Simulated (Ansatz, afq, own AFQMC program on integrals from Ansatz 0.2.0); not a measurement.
Atomization energy of SiGeH2, singlet

```yaml
atoms:
  - { symbol: Si, position_ang: [0.0000, 0.0000, 1.5778] }
  - { symbol: Ge, position_ang: [0.0000, 0.0000, -0.6770] }
  - { symbol: H, position_ang: [0.0000, 1.2330, 2.4116] }
  - { symbol: H, position_ang: [0.0000, -1.2330, 2.4116] }
```

Connectivity, by distances: SiH2–Ge.

Atoms in their ground-state spins without spin–orbit coupling (mostly on UHF) minus the molecule (UHF), without zero-point energy. The geometry is a stationary point, not shown to be a minimum.

Basis cc-pVDZ. Noble-gas cores (and the filled d shells of Ga–Kr and In–Xe) are frozen. AFQMC by an in-house program on the Cholesky factors that Ansatz 0.2.0 writes for its CCSD(T) run. The CISD trial takes its coefficients from CCSD amplitudes. Released means that phaseless walkers are propagated on without the constraint, phases kept. Error bars are statistical, one sigma. No spin–orbit coupling. The errors of all members are added in quadrature.

No full CI on the walks' own integrals is used here; CCSDT(Q) serves as the reference and is uncertain by about the last step of the cluster series. Each member takes its own surest rung, up to full CI.

Errors are counted within cc-pVDZ, not against nature.

Cautions: inner d shell frozen; no relativity below Rb; no spin-orbit coupling; SiGeH₂ (singlet): higher spins were not checked, an unrestricted solution with more broken spin lies lower, while this determinant keeps restricted orbitals, the released energies are still falling, so no released level is given (meV from the phaseless value at times in 1/Eh: -10 ± 17 at 0.24, -10 ± 16 at 0.51, -13 ± 15 at 0.99, -36 ± 15 at 1.62, -42 ± 15 at 2.40), though the last usable value meets CCSDT(Q) within the noise.

Reference (CCSDT(Q)): 192.0 kcal/mol.

```csv
level,atomization energy (kcal/mol),error against CCSDT(Q) (kcal/mol)
HF,134.4,-57.6
MP2,185.3,-6.7
CCSD,187.1,-5.0
CCSD(T),191.2,-0.8
CCSDT,191.6,-0.4
ph-AFQMC/CISD,191.6 ± 0.3,-0.4 ± 0.3
```

Correlation beyond CCSD(T) adds 0.8 kcal/mol. The perturbative (T) step is worth +4.2 kcal/mol.

A walk keeps the symmetry of its determinant, which the program's search chose and which needn't be the lowest solution, so a lower state of the same spin and another symmetry isn't excluded.
